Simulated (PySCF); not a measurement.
DMSO cation (C2H6OS), SMILES O=S(C)C (connectivity only; charge and spin as stated), charge +1, multiplicity 2.

Geometry: B3LYP-D3(BJ)/def2-SVP. The multiplicity is an assumed one; other spin states were not compared.

All values below come from PBE/def2-TZVP (PySCF).

```json
{
  "total_energy": "-552.61575 hartree",
  "point_group": "Cs",
  "α spin, highest occupied and lowest empty level": "-12.98 and -6.81 eV",
  "β spin, highest occupied and lowest empty level": "-13.56 and -11.64 eV",
  "dipole_moment_about_the_centre_of_nuclear_charge": "0.752 e·Å",
  "mean_static_polarisability": "46.1 bohr³ (6.83 Å³)",
  "polarisability_principal_values": "34.9, 49.6, 53.8 bohr³",
  "⟨S²⟩": "0.753 (pure state 0.75)"
}
```
